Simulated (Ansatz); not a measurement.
# C2H2S: one species, many methods

The task here is to estimate one member of a computed series from the others.

Computed with Ansatz 0.2.0, Gaussian basis. Level: functionals in def2-TZVPP, the program's frozen cores in correlated methods.

Plan: LDA (SPW92), PBE-D4, revPBE-D4, BLYP-D4, r2SCAN-D4, B97M-V, PBE0-D4, B3LYP-D4, r2SCANh-D4, r2SCAN0-D4, HSE06-D4, BHLYP-D4, CAM-B3LYP-D4, LC-ωPBE, ωB97X-V, ωB97M-V, B2PLYP, PBE-QIDH; CCSD(T)/def2-SVP; CCSD(T)/def2-TZVPP; CCSD(T)/def2-QZVPP; extrapolation to the limit; RPA on PBE.

**The relaxed structure**

An earlier PBE0-D4 in a triple-zeta def2 set relaxation fixed the geometry.

SMILES `C=C=S`, 5 atoms, charge 0, spin multiplicity 1.

Atoms are counted from 1 here; the program's logs count them from 0.

Bond lengths: C1–C2 1.303 Å, C1–H4 1.084 Å, C1–H5 1.084 Å, C2–S3 1.551 Å. Angles: C2–C1–H4 120.6°, C2–C1–H5 120.6°, H4–C1–H5 118.9°, C1–C2–S3 180.0°.

As a file:

```mol
C2H2S
  3D, bonds by distance, orders not assigned

  5  4  0  0  0  0  0  0  0  0999 V2000
    0.5579   -0.2643    0.0966 C   0  0
   -0.6105    0.2679   -0.1271 C   0  0
   -2.0010    0.9014   -0.3932 S   0  0
    1.4112    0.0023   -0.5158 H   0  0
    0.6924   -0.9810    0.8981 H   0  0
  1  2  8  0
  2  3  8  0
  1  4  8  0
  1  5  8  0
M  END
```

Set-up of the first run:

in.yaml reads:

```yaml
crystal:
  periodic: [false, false, false]
  atoms:
    - {symbol: C, position_ang: [0.557867, -0.264286, 0.096572]}
    - {symbol: C, position_ang: [-0.610503, 0.267896, -0.127147]}
    - {symbol: S, position_ang: [-2.000969, 0.901445, -0.393152]}
    - {symbol: H, position_ang: [1.411184, 0.002330, -0.515762]}
    - {symbol: H, position_ang: [0.692422, -0.980987, 0.898090]}
basis:
  gaussian: {orbitals: def2-TZVPP}
hamiltonian: {xc: lda}
output: {orbitals: {seedname: orbitals}}
```

Launch:

```console
$ ansatz run in.yaml --threads 4 --pin off --events-out ev --progress --plain --max-ram 10444MiB
```

Steps of the session up to this table: LDA; PBE-D4 (GGA); revPBE-D4 (GGA); BLYP-D4 (GGA); r2SCAN-D4 (meta-GGA); B97M-V (meta-GGA); B3LYP-D4 (hybrid); r2SCANh-D4 (hybrid); r2SCAN0-D4 (hybrid); HSE06-D4 (hybrid); BHLYP-D4 (hybrid); CAM-B3LYP-D4 (range-separated); LC-ωPBE (range-separated); ωB97X-V (range-separated); ωB97M-V (range-separated); B2PLYP (double hybrid); PBE-QIDH (double hybrid).

One of the session's tables, all rows but one given; the rest of the session is left out.

It belongs to the step «Frontier levels by functional». 

```
  functional  HOMO (eV)  LUMO (eV)  gap (eV)
 LDA (SPW92)      -5.70      -3.25      2.44
      PBE-D4      -5.55      -3.08      2.46
   revPBE-D4      -5.49      -3.02      2.47
     BLYP-D4      -5.38      -2.93      2.44
   r2SCAN-D4      -5.74      -2.94      2.81
      B97M-V      -5.75      -2.82      2.93
     PBE0-D4      -6.62      -2.15      4.46
    B3LYP-D4      -6.39      -2.35      4.04
  r2SCANh-D4      -6.14      -2.59      3.56
  r2SCAN0-D4      -6.75      -2.07      4.68
    HSE06-D4      -6.22      -2.54      3.69
    BHLYP-D4      -7.53      -1.06      6.47
CAM-B3LYP-D4      -7.84      -0.98      6.86
     LC-ωPBE      -9.15       0.13      9.28
     ωB97X-V          ?          ?         ?
     ωB97M-V      -8.65       0.05      8.70
```

Estimate the missing values for ωB97X-V.

The run gave: HOMO (eV): -8.79; LUMO (eV): 0.09; gap (eV): 8.88. In the column «HOMO (eV)» it lies between LC-ωPBE (-9.15) and ωB97M-V (-8.65).
